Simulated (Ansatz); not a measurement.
**AlBH (doublet): RPA-PBE over a scan of the distance B1–H3, 6-31G**

Aim: run AlBH (doublet) with these functionals over a scan of the distance B1–H3, and hold them against the top wave-function level at the same points.

Computed with Ansatz 0.2.0, Gaussian basis. Level: 6-31G, all electrons in the functionals, frozen cores in the correlation of double hybrids and RPA.

The runs, in order: RPA-PBE, at 0.978 Å; 1.079 Å; 1.196 Å; 1.313 Å; 1.434 Å; 1.637 Å; 1.920 Å; 2.168 Å; 2.649 Å; 3.244 Å; 4.126 Å.

19 further runs of the same task are left out: 4 for a mislabelled method, 12 that didn't finish, 3 set aside as unsound or not needed.

## 1. The geometry

The geometry derives from a PBE0/def2-TZVP stationary point (not a proven minimum). One bond is set to the value named and the two fragments are kept rigid.

3 atoms, charge 0, spin multiplicity 2.

Atoms are counted from 1 here; the program's logs count them from 0.

Bond lengths: B1–Al2 2.120 Å, B1–H3 1.196 Å. Angles: Al2–B1–H3 167.9°.

No dispersion term is added.

The geometry shown and the zero of energy belong to the point 1.196 Å. The yardstick, FCI, and other wave-function levels (R restricted, U unrestricted, valence and pair active spaces) come from earlier runs.

## 2. RPA-PBE, 0.978 Å

File in.yaml:

```yaml
crystal:
  periodic: [false, false, false]
  atoms:
    - {symbol: B, position_ang: [0.000000, -0.078765, 0.385883]}
    - {symbol: Al, position_ang: [0.000000, -0.020134, -1.733492]}
    - {symbol: H, position_ang: [0.000000, 0.098899, 1.347610]}
basis:
  gaussian: {orbitals: 6-31G}
magnetization: {spin_polarized: true, initial_magnetization: 1}
hamiltonian: {xc: {name: PBE}}
correlation: {method: rpa, electrons: outside_noble_gas}
```

On the command line:

```console
ansatz run in.yaml --threads 1 --pin off --events-out ev --progress --plain --max-ram 2393MiB
```

The log of the run:

```text
Functional definition: PBE
  name "PBE"
  cite "Perdew, Burke & Ernzerhof, Phys. Rev. Lett. 77, 3865 (1996) doi:10.1103/PhysRevLett.77.3865"
  parent pbe
  parameter kappa = 0.804
  parameter beta = 0.06672455060314922
  exchange = pbe_x(kappa = kappa, mu = beta*pi^2/3)
  correlation = pbe_c(beta = beta)
296 factors; integrals over basis functions are off by at most 1.5e-4 eV
mean field evaluation 1: about -7277.0031 eV, gradient 1.3e1 eV
mean field evaluation 2: about -7276.9951 eV, gradient 1.3e1 eV
mean field evaluation 4: about -7278.0861 eV, gradient 5.8e0 eV
mean field evaluation 8: about -7278.7211 eV, gradient 5.2e-1 eV
mean field evaluation 16: about -7278.7419 eV, gradient 1.5e-3 eV
mean field evaluation 32: about -7278.7096 eV, gradient 5.9e-2 eV
mean field evaluation 64: about -7278.6433 eV, gradient 2.5e-6 eV
mean field evaluation 96: about -7278.7401 eV, gradient 1.6e-1 eV
mean field evaluation 128: about -7278.7415 eV, gradient 5.3e-2 eV
mean field evaluation 160: about -7278.7027 eV, gradient 6.4e-1 eV
mean field -7278.74193962 eV, -267.4888325725 hartree, gradient 3.7e-6 eV, S^2 1.206350; 11 other end points of the search recorded, 0 dependent functions left out
6 core orbitals not correlated: weight in the atoms' cores, before any rotation towards them, 1.000 or more for the frozen orbitals, at most 0.000 for the correlated occupied ones
reference -7265.05429220 eV, -266.9858208078 hartree; 4, 3 occupied and 14, 15 virtual orbitals, 296 factors
Total energy: -7269.16972788 eV, -267.1370602794 hartree
```

Run time: 9.5 s. Hardware: 1 thread of Arm Neoverse N1, shared host.

From the report: ⟨S²⟩ of the determinant 1.206 (pure doublet: 0.75).

## 3. RPA-PBE, 1.079 Å

File in.yaml:

```yaml
crystal:
  periodic: [false, false, false]
  atoms:
    - {symbol: B, position_ang: [0.000000, -0.084881, 0.352776]}
    - {symbol: Al, position_ang: [0.000000, -0.026250, -1.766599]}
    - {symbol: H, position_ang: [0.000000, 0.111131, 1.413823]}
basis:
  gaussian: {orbitals: 6-31G}
magnetization: {spin_polarized: true, initial_magnetization: 1}
hamiltonian: {xc: {name: PBE}}
correlation: {method: rpa, electrons: outside_noble_gas}
```

Same command.

The log of the run (excerpt; [...] marks lines left out):

```text
Functional definition: PBE
  name "PBE"
  cite "Perdew, Burke & Ernzerhof, Phys. Rev. Lett. 77, 3865 (1996) doi:10.1103/PhysRevLett.77.3865"
  parent pbe
[...]
296 factors; integrals over basis functions are off by at most 2.0e-4 eV
[...]
mean field -7279.42230551 eV, -267.5138355579 hartree, gradient 2.4e-6 eV, S^2 1.185731; 10 other end points of the search recorded, 0 dependent functions left out
6 core orbitals not correlated: weight in the atoms' cores, before any rotation towards them, 1.000 or more for the frozen orbitals, at most 0.000 for the correlated occupied ones
reference -7265.69656334 eV, -267.0094238369 hartree; 4, 3 occupied and 14, 15 virtual orbitals, 296 factors
Total energy: -7269.88335651 eV, -267.1632856478 hartree
```

Run time: 9.5 s. Hardware: 1 thread of Arm Neoverse N1, shared host.

From the report: ⟨S²⟩ of the determinant 1.186 (pure doublet: 0.75).

## 4. RPA-PBE, 1.196 Å

File in.yaml:

```yaml
crystal:
  periodic: [false, false, false]
  atoms:
    - {symbol: B, position_ang: [0.000000, -0.091982, 0.314337]}
    - {symbol: Al, position_ang: [0.000000, -0.033351, -1.805038]}
    - {symbol: H, position_ang: [0.000000, 0.125333, 1.490702]}
basis:
  gaussian: {orbitals: 6-31G}
magnetization: {spin_polarized: true, initial_magnetization: 1}
hamiltonian: {xc: {name: PBE}}
correlation: {method: rpa, electrons: outside_noble_gas}
```

The command is unchanged.

The log of the run (excerpt; [...] marks lines left out):

```text
Functional definition: PBE
  name "PBE"
  cite "Perdew, Burke & Ernzerhof, Phys. Rev. Lett. 77, 3865 (1996) doi:10.1103/PhysRevLett.77.3865"
  parent pbe
[...]
296 factors; integrals over basis functions are off by at most 2.5e-4 eV
[...]
mean field -7279.65945164 eV, -267.5225505173 hartree, gradient 2.3e-6 eV, S^2 1.157027; 11 other end points of the search recorded, 0 dependent functions left out
6 core orbitals not correlated: weight in the atoms' cores, before any rotation towards them, 1.000 or more for the frozen orbitals, at most 0.000 for the correlated occupied ones
reference -7265.87246598 eV, -267.0158881397 hartree; 4, 3 occupied and 14, 15 virtual orbitals, 296 factors
Total energy: -7270.15158806 eV, -267.1731429756 hartree
```

Run time: 11 s. Hardware: 1 thread of Arm Neoverse N1, shared host.

From the report: ⟨S²⟩ of the determinant 1.157 (pure doublet: 0.75).

## 5. RPA-PBE, 1.313 Å

File in.yaml:

```yaml
crystal:
  periodic: [false, false, false]
  atoms:
    - {symbol: B, position_ang: [0.000000, -0.099050, 0.276074]}
    - {symbol: Al, position_ang: [0.000000, -0.040419, -1.843301]}
    - {symbol: H, position_ang: [0.000000, 0.139470, 1.567227]}
basis:
  gaussian: {orbitals: 6-31G}
magnetization: {spin_polarized: true, initial_magnetization: 1}
hamiltonian: {xc: {name: PBE}}
correlation: {method: rpa, electrons: outside_noble_gas}
```

The command is unchanged.

The log of the run (excerpt; [...] marks lines left out):

```text
Functional definition: PBE
  name "PBE"
  cite "Perdew, Burke & Ernzerhof, Phys. Rev. Lett. 77, 3865 (1996) doi:10.1103/PhysRevLett.77.3865"
  parent pbe
[...]
296 factors; integrals over basis functions are off by at most 2.9e-4 eV
[...]
mean field -7279.55839090 eV, -267.5188366035 hartree, gradient 9.4e-9 eV, S^2 1.124118; 11 other end points of the search recorded, 0 dependent functions left out
6 core orbitals not correlated: weight in the atoms' cores, before any rotation towards them, 1.000 or more for the frozen orbitals, at most 0.000 for the correlated occupied ones
reference -7265.69683203 eV, -267.0094337107 hartree; 4, 3 occupied and 14, 15 virtual orbitals, 296 factors
Total energy: -7270.07869669 eV, -267.1704642671 hartree
```

Wall time 11 s (1 thread of Arm Neoverse N1, shared host).

From the report: ⟨S²⟩ of the determinant 1.124 (pure doublet: 0.75).

From 1.196 Å: +0.073 eV.

## 6. RPA-PBE, 1.434 Å

File in.yaml:

```yaml
crystal:
  periodic: [false, false, false]
  atoms:
    - {symbol: B, position_ang: [0.000000, -0.106377, 0.236412]}
    - {symbol: Al, position_ang: [0.000000, -0.047746, -1.882963]}
    - {symbol: H, position_ang: [0.000000, 0.154124, 1.646552]}
basis:
  gaussian: {orbitals: 6-31G}
magnetization: {spin_polarized: true, initial_magnetization: 1}
hamiltonian: {xc: {name: PBE}}
correlation: {method: rpa, electrons: outside_noble_gas}
```

The command is unchanged.

The log of the run (excerpt; [...] marks lines left out):

```text
Functional definition: PBE
  name "PBE"
  cite "Perdew, Burke & Ernzerhof, Phys. Rev. Lett. 77, 3865 (1996) doi:10.1103/PhysRevLett.77.3865"
  parent pbe
[...]
296 factors; integrals over basis functions are off by at most 3.0e-4 eV
[...]
mean field -7279.26677662 eV, -267.5081199764 hartree, gradient 8.0e-9 eV, S^2 1.086408; 11 other end points of the search recorded, 0 dependent functions left out
6 core orbitals not correlated: weight in the atoms' cores, before any rotation towards them, 1.000 or more for the frozen orbitals, at most 0.000 for the correlated occupied ones
reference -7265.31630852 eV, -266.9954497299 hartree; 4, 3 occupied and 14, 15 virtual orbitals, 296 factors
Total energy: -7269.81828476 eV, -267.1608943052 hartree
```

Wall time 12 s (1 thread of Arm Neoverse N1, shared host).

From the report: ⟨S²⟩ of the determinant 1.086 (pure doublet: 0.75).

From 1.196 Å: +0.333 eV.

## 7. RPA-PBE, 1.637 Å

File in.yaml:

```yaml
crystal:
  periodic: [false, false, false]
  atoms:
    - {symbol: B, position_ang: [0.000000, -0.118670, 0.169871]}
    - {symbol: Al, position_ang: [0.000000, -0.060039, -1.949504]}
    - {symbol: H, position_ang: [0.000000, 0.178709, 1.779633]}
basis:
  gaussian: {orbitals: 6-31G}
magnetization: {spin_polarized: true, initial_magnetization: 1}
hamiltonian: {xc: {name: PBE}}
correlation: {method: rpa, electrons: outside_noble_gas}
```

The command is unchanged.

The log of the run (excerpt; [...] marks lines left out):

```text
Functional definition: PBE
  name "PBE"
  cite "Perdew, Burke & Ernzerhof, Phys. Rev. Lett. 77, 3865 (1996) doi:10.1103/PhysRevLett.77.3865"
  parent pbe
[...]
296 factors; integrals over basis functions are off by at most 3.0e-4 eV
[...]
mean field -7278.60552340 eV, -267.4838193688 hartree, gradient 1.1e-8 eV, S^2 1.019501; 11 other end points of the search recorded, 0 dependent functions left out
6 core orbitals not correlated: weight in the atoms' cores, before any rotation towards them, 1.000 or more for the frozen orbitals, at most 0.000 for the correlated occupied ones
reference -7264.48211444 eV, -266.9647936627 hartree; 4, 3 occupied and 14, 15 virtual orbitals, 296 factors
Total energy: -7269.22130344 eV, -267.1389556461 hartree
```

Wall time 12 s (1 thread of Arm Neoverse N1, shared host).

From the report: ⟨S²⟩ of the determinant 1.020 (pure doublet: 0.75).

From 1.196 Å: +0.930 eV.

## 8. RPA-PBE, 1.920 Å

File in.yaml:

```yaml
crystal:
  periodic: [false, false, false]
  atoms:
    - {symbol: B, position_ang: [0.000000, -0.135806, 0.077107]}
    - {symbol: Al, position_ang: [0.000000, -0.077175, -2.042268]}
    - {symbol: H, position_ang: [0.000000, 0.212982, 1.965161]}
basis:
  gaussian: {orbitals: 6-31G}
magnetization: {spin_polarized: true, initial_magnetization: 1}
hamiltonian: {xc: {name: PBE}}
correlation: {method: rpa, electrons: outside_noble_gas}
```

Same command.

The log of the run (excerpt; [...] marks lines left out):

```text
Functional definition: PBE
  name "PBE"
  cite "Perdew, Burke & Ernzerhof, Phys. Rev. Lett. 77, 3865 (1996) doi:10.1103/PhysRevLett.77.3865"
  parent pbe
[...]
296 factors; integrals over basis functions are off by at most 2.2e-4 eV
[...]
mean field -7277.65152428 eV, -267.4487605480 hartree, gradient 1.1e-8 eV, S^2 0.940988; 10 other end points of the search recorded, 0 dependent functions left out
6 core orbitals not correlated: weight in the atoms' cores, before any rotation towards them, 1.000 or more for the frozen orbitals, at most 0.000 for the correlated occupied ones
reference -7263.24462358 eV, -266.9193167125 hartree; 4, 3 occupied and 14, 15 virtual orbitals, 296 factors
Total energy: -7268.37942324 eV, -267.1080171197 hartree
```

It took 11 s on 1 thread of Arm Neoverse N1, shared host.

From the report: ⟨S²⟩ of the determinant 0.941 (pure doublet: 0.75).

From 1.196 Å: +1.772 eV.

## 9. RPA-PBE, 2.168 Å

File in.yaml:

```yaml
crystal:
  periodic: [false, false, false]
  atoms:
    - {symbol: B, position_ang: [0.000000, -0.150824, -0.004184]}
    - {symbol: Al, position_ang: [0.000000, -0.092193, -2.123559]}
    - {symbol: H, position_ang: [0.000000, 0.243016, 2.127743]}
basis:
  gaussian: {orbitals: 6-31G}
magnetization: {spin_polarized: true, initial_magnetization: 1}
hamiltonian: {xc: {name: PBE}}
correlation: {method: rpa, electrons: outside_noble_gas}
```

The command is unchanged.

The log of the run (excerpt; [...] marks lines left out):

```text
Functional definition: PBE
  name "PBE"
  cite "Perdew, Burke & Ernzerhof, Phys. Rev. Lett. 77, 3865 (1996) doi:10.1103/PhysRevLett.77.3865"
  parent pbe
[...]
296 factors; integrals over basis functions are off by at most 1.2e-4 eV
[...]
mean field -7276.92480700 eV, -267.4220541804 hartree, gradient 6.5e-9 eV, S^2 0.941763; 11 other end points of the search recorded, 0 dependent functions left out
6 core orbitals not correlated: weight in the atoms' cores, before any rotation towards them, 1.000 or more for the frozen orbitals, at most 0.000 for the correlated occupied ones
reference -7262.27802011 eV, -266.8837946902 hartree; 4, 3 occupied and 14, 15 virtual orbitals, 296 factors
Total energy: -7267.74870453 eV, -267.0848386343 hartree
```

Wall time 12 s (1 thread of Arm Neoverse N1, shared host).

From the report: ⟨S²⟩ of the determinant 0.942 (pure doublet: 0.75).

From 1.196 Å: +2.403 eV.

## 10. RPA-PBE, 2.649 Å

File in.yaml:

```yaml
crystal:
  periodic: [false, false, false]
  atoms:
    - {symbol: B, position_ang: [0.000000, -0.179950, -0.161850]}
    - {symbol: Al, position_ang: [0.000000, -0.121319, -2.281225]}
    - {symbol: H, position_ang: [0.000000, 0.301269, 2.443074]}
basis:
  gaussian: {orbitals: 6-31G}
magnetization: {spin_polarized: true, initial_magnetization: 1}
hamiltonian: {xc: {name: PBE}}
correlation: {method: rpa, electrons: outside_noble_gas}
```

Launched as before.

The log of the run (excerpt; [...] marks lines left out):

```text
Functional definition: PBE
  name "PBE"
  cite "Perdew, Burke & Ernzerhof, Phys. Rev. Lett. 77, 3865 (1996) doi:10.1103/PhysRevLett.77.3865"
  parent pbe
[...]
296 factors; integrals over basis functions are off by at most 1.1e-4 eV
[...]
mean field -7276.08890779 eV, -267.3913354511 hartree, gradient 1.5e-7 eV, S^2 1.620358; 19 other end points of the search recorded, 0 dependent functions left out
6 core orbitals not correlated: weight in the atoms' cores, before any rotation towards them, 1.000 or more for the frozen orbitals, at most 0.000 for the correlated occupied ones
reference -7262.06132064 eV, -266.8758311316 hartree; 4, 3 occupied and 14, 15 virtual orbitals, 296 factors
Total energy: -7266.97128612 eV, -267.0562690349 hartree
```

Run time: 16 s. Hardware: 1 thread of Arm Neoverse N1, shared host.

From the report: ⟨S²⟩ of the determinant 1.620 (pure doublet: 0.75). The determinant is far from a pure spin state, so its energy mixes those of several spin states (harmless only where they are near-degenerate, as at dissociation).

From 1.196 Å: +3.180 eV.

## 11. RPA-PBE, 3.244 Å

File in.yaml:

```yaml
crystal:
  periodic: [false, false, false]
  atoms:
    - {symbol: B, position_ang: [0.000000, -0.215979, -0.356883]}
    - {symbol: Al, position_ang: [0.000000, -0.157348, -2.476258]}
    - {symbol: H, position_ang: [0.000000, 0.373328, 2.833141]}
basis:
  gaussian: {orbitals: 6-31G}
magnetization: {spin_polarized: true, initial_magnetization: 1}
hamiltonian: {xc: {name: PBE}}
correlation: {method: rpa, electrons: outside_noble_gas}
```

Same command.

The log of the run (excerpt; [...] marks lines left out):

```text
Functional definition: PBE
  name "PBE"
  cite "Perdew, Burke & Ernzerhof, Phys. Rev. Lett. 77, 3865 (1996) doi:10.1103/PhysRevLett.77.3865"
  parent pbe
[...]
296 factors; integrals over basis functions are off by at most 1.6e-4 eV
[...]
mean field -7275.92507192 eV, -267.3853145941 hartree, gradient 1.6e-6 eV, S^2 1.815153; 18 other end points of the search recorded, 0 dependent functions left out
6 core orbitals not correlated: weight in the atoms' cores, before any rotation towards them, 1.000 or more for the frozen orbitals, at most 0.000 for the correlated occupied ones
reference -7262.03080935 eV, -266.8747098623 hartree; 4, 3 occupied and 14, 15 virtual orbitals, 296 factors
Total energy: -7266.97662525 eV, -267.0564652443 hartree
```

Wall time 14 s (1 thread of Arm Neoverse N1, shared host).

From the report: ⟨S²⟩ of the determinant 1.815 (pure doublet: 0.75). The determinant is far from a pure spin state, so its energy mixes those of several spin states (harmless only where they are near-degenerate, as at dissociation).

From 1.196 Å: +3.175 eV.

## 12. RPA-PBE, 4.126 Å

File in.yaml:

```yaml
crystal:
  periodic: [false, false, false]
  atoms:
    - {symbol: B, position_ang: [0.000000, -0.269388, -0.645991]}
    - {symbol: Al, position_ang: [0.000000, -0.210757, -2.765366]}
    - {symbol: H, position_ang: [0.000000, 0.480144, 3.411357]}
basis:
  gaussian: {orbitals: 6-31G}
magnetization: {spin_polarized: true, initial_magnetization: 1}
hamiltonian: {xc: {name: PBE}}
correlation: {method: rpa, electrons: outside_noble_gas}
```

Same command.

The log of the run (excerpt; [...] marks lines left out):

```text
Functional definition: PBE
  name "PBE"
  cite "Perdew, Burke & Ernzerhof, Phys. Rev. Lett. 77, 3865 (1996) doi:10.1103/PhysRevLett.77.3865"
  parent pbe
[...]
296 factors; integrals over basis functions are off by at most 2.1e-4 eV
[...]
mean field -7275.89470818 eV, -267.3841987471 hartree, gradient 2.9e-6 eV, S^2 1.802496; 16 other end points of the search recorded, 0 dependent functions left out
6 core orbitals not correlated: weight in the atoms' cores, before any rotation towards them, 1.000 or more for the frozen orbitals, at most 0.000 for the correlated occupied ones
reference -7262.02414023 eV, -266.8744647766 hartree; 4, 3 occupied and 14, 15 virtual orbitals, 296 factors
Total energy: -7267.00001586 eV, -267.0573248333 hartree
```

Run time: 14 s. Hardware: 1 thread of Arm Neoverse N1, shared host.

From the report: ⟨S²⟩ of the determinant 1.802 (pure doublet: 0.75). The determinant is far from a pure spin state, so its energy mixes those of several spin states (harmless only where they are near-degenerate, as at dissociation).

From 1.196 Å: +3.152 eV.

## 13. The comparison

The yardstick is full CI for this spin, exact in this basis with these frozen cores. It comes from earlier runs at the same points. Energies in eV, counted from 1.196 Å; blanks weren't run or aren't comparable.

```tsv
level	0.978 Å	1.079 Å	1.196 Å	1.313 Å	1.434 Å	1.637 Å	1.920 Å	2.168 Å	2.649 Å	3.244 Å	4.126 Å
FCI	0.947	0.249	0.000	0.091	0.369	0.992	1.851	2.453	3.136	3.263	3.260
RPA-PBE	0.982	0.268	0.000	0.073	0.333	0.930	1.772	2.403	3.180	3.175	3.152
```

Largest miss and mean time a point (FCI took 73 s a point; shared hosts):

```tsv
level	largest miss (eV)	where	time a point
RPA-PBE	-0.108	4.126 Å	12 s
```

## 14. Summary of results

| quantity | value |
| --- | --- |
| span of the FCI curve | 3.263 eV |
| largest miss, RPA-PBE | -0.108 eV (4.126 Å) |

What this shows: RPA-PBE strays by up to 0.108 eV, at 4.126 Å. RPA-PBE clearly breaks the spin symmetry at some points (⟨S²⟩ up to 1.07 above the pure value), so energy there is bought with a mixed spin. Functionals and the yardstick converge differently with the basis, so part of each miss in 6-31G is the basis.
